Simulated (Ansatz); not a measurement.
Rock-salt MgSe was calculated with r²SCAN (Ansatz, a program for electronic structure, plane waves, PAW).

Total energies, extrapolated to zero smearing (they compare only within this program, potentials and cutoff):

```tsv
system	energy (eV/atom)
rock-salt MgSe, relaxed	-3703.7284
hcp Mg	-1926.4081
trigonal Se	-5478.1268
```

Task: Work out the formation enthalpy per atom.

Result: ΔH_f ≈ ΔE = -3703.7284 − [1 × (-1926.4081) + 1 × (-5478.1268)]/2 = -1.461 eV/atom (0 K, no vibrations). The reference value is -1.52 eV/atom (measured, 298 K, not corrected to a static lattice; as tabulated in Zhang et al. (2018), doi:10.1038/s41524-018-0065-z), a difference of +0.059 eV/atom.

The PAW data were made under PBE.

Note: an element that serves as reference has a cell well above its measured volume.
